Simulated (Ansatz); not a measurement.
Strength of the N–C bond: C3H9NO → C2H5O + CH4N

Species: C3H9NO `CNCOC`, singlet; C2H5O (methoxymethyl) `[CH2]OC`, doublet; CH4N (methyl amino radical) `C[NH]`, doublet. 

Shapes, held fixed at every level: PBE0-D4/def2-TZVP. Flexible molecules stand in one conformer, not always the lowest. Programs: Ansatz 0.2.0. The zero-point and thermal change to 298 K, harmonic and unscaled (PBE0-D4/def2-TZVP), is -24.1 kJ/mol.

```json
{"level": "SPW92/def2-TZVPP", "kind": "LDA", "ΔH(298 K) (kJ/mol)": "+416.0", "less CCSD(T)/CBS estimate": "+61.2"}
{"level": "PBE-D4/def2-TZVPP", "kind": "GGA", "ΔH(298 K) (kJ/mol)": "+338.5", "less CCSD(T)/CBS estimate": "-16.3"}
{"level": "r2SCAN-D4/def2-TZVPP", "kind": "meta-GGA", "ΔH(298 K) (kJ/mol)": "+316.3", "less CCSD(T)/CBS estimate": "-38.5"}
{"level": "wB97X-V/def2-TZVPP", "kind": "range-separated hybrid", "ΔH(298 K) (kJ/mol)": "+346.1", "less CCSD(T)/CBS estimate": "-8.7"}
{"level": "CCSD(T)/def2-SVP", "kind": "coupled cluster or CI", "ΔH(298 K) (kJ/mol)": "+350.0", "less CCSD(T)/CBS estimate": "-4.8"}
{"level": "CCSD/def2-SVP", "kind": "coupled cluster or CI", "ΔH(298 K) (kJ/mol)": "+341.3", "less CCSD(T)/CBS estimate": "-13.5"}
{"level": "CCSD(T)/def2-TZVPP", "kind": "coupled cluster or CI", "ΔH(298 K) (kJ/mol)": "+345.3", "less CCSD(T)/CBS estimate": "-9.5"}
{"level": "CCSD(T)/CBS estimate", "kind": "coupled cluster or CI", "ΔH(298 K) (kJ/mol)": "+354.8", "less CCSD(T)/CBS estimate": "0.0"}
```

The highest level, CCSD(T)/CBS estimate, gives ΔH(298 K) = +354.8 kJ/mol; the levels span +316.3 to +416.0. The column of differences is taken from that level and isn't an error. No measured value is set beside it here. Open shells run unrestricted unless RO is named. The CBS estimate extrapolates MP2 from def2-TZVPP and def2-QZVPP and adds CCSD(T) − MP2 in the triple-zeta set, cores frozen.
